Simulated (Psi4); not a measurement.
# Two attempts at NF3 (nitrogen trifluoride)

Aim: the energy of NF3 (nitrogen trifluoride) at SCS-DLPNO-MP2/def2-TZVPP (density fitting, density fitting for correlation, pno convergence loose).

Program for the calculation: Psi4 1.11.

1 further run of the same task is left out (set aside as unsound or not needed).

## Step 1: The molecule

The species is NF3 (4 atoms), meant as a singlet with charge 0. SMILES: `FN(F)F`. Geometry: relaxed at GFN2-xTB (4 decimals).

Bond lengths: F1–N2 1.359 Å, N2–F3 1.359 Å, N2–F4 1.359 Å. Angles: F1–N2–F3 103.2°, F1–N2–F4 103.2°, F3–N2–F4 103.2°.

## Step 2: First attempt

File f3n.sdf:

```

     RDKit          3D

  4  3  0  0  0  0  0  0  0  0999 V2000
    0.6230   -0.0006    1.0705 F   0  0  0  0  0  0  0  0  0  0  0  0
    0.3413   -0.0716   -0.2570 N   0  0  0  0  0  0  0  0  0  0  0  0
   -0.6358   -1.0143   -0.3181 F   0  0  0  0  0  0  0  0  0  0  0  0
   -0.3285    1.0865   -0.4953 F   0  0  0  0  0  0  0  0  0  0  0  0
  2  1  1  0
  3  2  1  0
  4  2  1  0
M  END
$$$$
```

File run_ase.py:

```python
import numpy as np
from ase.calculators.psi4 import Psi4
from ase.io import read

a = read('f3n.sdf')
calc = Psi4(atoms=a, method='scs-dlpno-mp2', basis='def2-TZVPP', memory='1600MB', num_threads=1, charge=0, multiplicity=1, label='psi4-calc')
calc.psi4.set_options({'scf_type': 'df', 'freeze_core': True, 'pno_convergence': 'loose', 'maxiter': 6})
a.calc = calc

print(f'energy: {a.get_potential_energy():.6f} eV')
```

Run with:

```
$ python run_ase.py
```

psi4-calc.dat:

```text
=> Loading Basis Set <=

    Name: DEF2-TZVPP
    Role: ORBITAL
    Keyword: BASIS

         ---------------------------------------------------------
                                   SCF
                              RHF Reference
                        1 Threads,   1525 MiB Core
         ---------------------------------------------------------

  ==> Geometry <==

    Molecular point group: c1
    Full point group: C1

    Geometry (in Angstrom), charge = 0, multiplicity = 1:

       Center              X                  Y                   Z               Mass
    ------------   -----------------  -----------------  -----------------  -----------------
         F            0.647013338885    -0.005637664999     1.052391119464    18.998403162730
         N            0.365313338885    -0.076637664999    -0.275108880536    14.003074004430
         F           -0.611786661115    -1.019337664999    -0.336208880536    18.998403162730
         F           -0.304486661115     1.081462335001    -0.513408880536    18.998403162730

  Running in c1 symmetry.

  Rotational constants: A =      0.35972  B =      0.35959  C =      0.19547 [cm^-1]
  Rotational constants: A =  10784.11375  B =  10780.11264  C =   5859.95232 [MHz]
  Nuclear repulsion =  133.949515275828105

  Charge       = 0
  Multiplicity = 1
  Electrons    = 34
  Nalpha       = 17
  Nbeta        = 17

  ==> Algorithm <==

  SCF Algorithm Type is DF.
  DIIS enabled.
  MOM disabled.
  Fractional occupation disabled.
  Guess Type is SAD.
  Energy threshold   = 1.00e-08
  Density threshold  = 1.00e-08
  Integral threshold = 1.00e-12

  ==> Primary Basis <==

  Basis Set: DEF2-TZVPP
    Blend: DEF2-TZVPP
    Number of shells: 44
    Number of basis functions: 124
    Number of Cartesian functions: 144
    Spherical Harmonics?: true
    Max angular momentum: 3

   => Loading Basis Set <=

    Name: (DEF2-TZVPP AUX)
    Role: JKFIT
    Keyword: DF_BASIS_SCF

  ==> Integral Setup <==

  DFHelper Memory: AOs need 0.039 GiB; user supplied 1.118 GiB.
  SCF_SUBTYPE=INCORE selected. In-core MEM_DF algorithm will be used.
  Using in-core AOs.

  ==> MemDFJK: Density-Fitted J/K Matrices <==

    J tasked:                   Yes
    K tasked:                   Yes
    wK tasked:                   No
    Memory [MiB]:              1144
    Algorithm:                 Core
    Schwarz Cutoff:           1E-12
    Mask sparsity (%):       1.2487
    Fitting Condition:        1E-10

   => Auxiliary Basis Set <=

  Basis Set: (DEF2-TZVPP AUX)
    Blend: DEF2-UNIVERSAL-JKFIT
    Number of shells: 100
    Number of basis functions: 308
    Number of Cartesian functions: 372
    Spherical Harmonics?: true
    Max angular momentum: 4

  Minimum eigenvalue in the overlap matrix is 2.3360869773E-03.
  Reciprocal condition number of the overlap matrix is 4.3647657155E-04.
    Using symmetric orthogonalization.

  ==> Pre-Iterations <==

  SCF Guess: Superposition of Atomic Densities via on-the-fly atomic UHF (no occupation information).

   -------------------------
    Irrep   Nso     Nmo
   -------------------------
     A        124     124
   -------------------------
    Total     124     124
   -------------------------

  ==> Iterations <==

                           Total Energy        Delta E     RMS |[F,P]|

   @DF-RHF iter SAD:  -352.01808529350734   -3.52018e+02   0.00000e+00
   @DF-RHF iter   1:  -352.54920877229483   -5.31123e-01   5.07064e-03 DIIS/ADIIS
   @DF-RHF iter   2:  -352.63116341561994   -8.19546e-02   3.84184e-03 DIIS/ADIIS
   @DF-RHF iter   3:  -352.69645989167191   -6.52965e-02   4.22793e-04 DIIS/ADIIS
   @DF-RHF iter   4:  -352.69824663591942   -1.78674e-03   1.61690e-04 DIIS/ADIIS
   @DF-RHF iter   5:  -352.69856897027466   -3.22334e-04   4.60204e-05 DIIS
   @DF-RHF iter   6:  -352.69860786225229   -3.88920e-05   9.99856e-06 DIIS

PsiException: Could not converge SCF iterations in 6 iterations.

  Failed to converge.
```

On the terminal:

```text
Traceback (most recent call last):
  File "run_ase.py", line 10, in <module>
    print(f'energy: {a.get_potential_energy():.6f} eV')
psi4.driver.p4util.exceptions.SCFConvergenceError: Could not converge SCF iterations in 6 iterations.
```

Wall time 2.2 s (1 thread of AMD EPYC 7R13 (Zen 3), shared host); peak memory 0.24 GiB.

## Step 3: Reading the log

The iterations ended before the threshold was met.

The telling line is `psi4.driver.p4util.exceptions.SCFConvergenceError: Could not converge SCF iterations in 6 iterations.`. The cause is that the iteration cap is too low for convergence. To mend it: iteration cap at its default in place of 6.

## Step 4: The mended input

f3n.sdf is that of step 2.

File run.py:

```python
import numpy as np
from ase.calculators.psi4 import Psi4
from ase.io import read

atoms = read('f3n.sdf')
calc = Psi4(atoms=atoms, method='scs-dlpno-mp2', basis='def2-TZVPP', memory='1600MB', num_threads=1, charge=0, multiplicity=1, label='f3n')
calc.psi4.set_options({'scf_type': 'df', 'freeze_core': True, 'pno_convergence': 'loose'})
atoms.calc = calc

print(f'energy: {atoms.get_potential_energy():.6f} eV')
```

Run with:

```
$ python run.py
```

f3n.dat:

```text
[...]
  Running in c1 symmetry.
[...]
  Nuclear repulsion =  133.949515275828105
[...]
  Multiplicity = 1
[...]
  Nalpha       = 17
  Nbeta        = 17
[...]
    Number of basis functions: 124
[...]
   @DF-RHF iter   1:  -352.54920877229483   -5.31123e-01   5.07064e-03 ADIIS/DIIS
[...]
    Orbital Energies [Eh]
    ---------------------
    Doubly Occupied:
       1A    -26.389241     2A    -26.389220     3A    -26.389173
       4A    -15.900544     5A     -1.799477     6A     -1.660598
       7A     -1.660538     8A     -1.118405     9A     -0.857204
      10A     -0.857182    11A     -0.848835    12A     -0.743809
      13A     -0.743781    14A     -0.687917    15A     -0.687887
      16A     -0.684837    17A     -0.550721
[...]
  @DF-RHF Final Energy:  -352.69861027599740
   => Energetics <=
    Nuclear Repulsion Energy =            133.9495152758281051
    One-Electron Energy =                -757.3575094376411698
    Two-Electron Energy =                 270.7093838858157255
    Total Energy =                       -352.6986102759973960
[...]
 Multipole Moments:
 ------------------------------------------------------------------------------------
     Multipole            Electronic (a.u.)      Nuclear  (a.u.)        Total (a.u.)
 ------------------------------------------------------------------------------------
 L = 1.  Multiply by 2.5417464519 to convert [e a0] to [Debye]
 Dipole X            :         -0.1672964            0.2529465            0.0856501
 Dipole Y            :          0.0353544           -0.0530647           -0.0177103
 Dipole Z            :          0.1262435           -0.1904881           -0.0642446
 Magnitude           :                                                    0.1085217
[...]
  @LMP2 iter   5:  -0.956093627452 -4.814e-08  3.204e-07
[...]
```

Standard output:

```text
energy: -9622.758609 eV
```

Run time: 4.2 s. Hardware: 1 thread of AMD EPYC 7R13 (Zen 3), shared host; peak memory 0.25 GiB.

## Step 5: Results

Level: SCS-DLPNO-MP2/def2-TZVPP (density fitting, density fitting for correlation, pno convergence loose).

```
                                   quantity          value
                               total energy  -353.62986 Eh
        HOMO energy (Hartree–Fock orbitals)      -14.99 eV
        LUMO energy (Hartree–Fock orbitals)        6.45 eV
      HOMO–LUMO gap (Hartree–Fock orbitals)       21.44 eV
correlation energy (4 core orbitals frozen)     -931.2 mEh
```
